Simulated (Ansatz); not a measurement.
`CC(C)CCS` → 5 C• + 12 H• + S•  (atomization)

Program: Ansatz. Geometries: PBE0-D4/def2-TZVP. ΔE: electronic, gas phase. CCSD(T)/CBS adds triple-zeta CCSD(T) − MP2 to the extrapolated MP2 energy (def2 sets, frozen cores). This one scheme is used for every species, atoms too. DFT in def2-TZVPP. No spin–orbit coupling; open shells (•) take unrestricted orbitals. Spin–orbit coupling would lower the free atoms: a little for C, S. One conformer a species, not always the lowest.

Task: What is ΔE at CCSD(T)/CBS? (Best estimate.)

Result: The calculation gave: +1654.6 kcal/mol.

Task: What do these levels give: LDA (SPW92), BHLYP-D4, CAM-B3LYP, CCSD(T)/def2-SVP, HF/def2-QZVPP, MP2/CBS(def2)? (Estimate.)

Result: Computed: LDA (SPW92) 1876.1, BHLYP-D4 1619.6, CAM-B3LYP 1652.1, CCSD(T)/def2-SVP 1588.8, HF/def2-QZVPP 1245.6, MP2/CBS(def2) 1668.0 kcal/mol.

Largest T1 diagnostic among the species: 0.010.

At CCSD(T), def2-SVP lies −65.7 kcal/mol from the extrapolated value and def2-TZVPP −35.4 kcal/mol: correlation converges slowly with the basis, and small sets miss more of it in the bonded molecule than in its fragments. From r2SCAN to r2SCAN0 (25 % exact exchange), in def2-TZVPP and without D4, ΔE moves by −13.4 kcal/mol: exact exchange takes away binding that semilocal exchange gives to molecules.

For atomizations the MP2-based limit and the directly extrapolated one differ by several kJ/mol either way, and by 10 to 25 for some Ge, Se and Sn compounds, so smaller differences from it don't rank the levels.
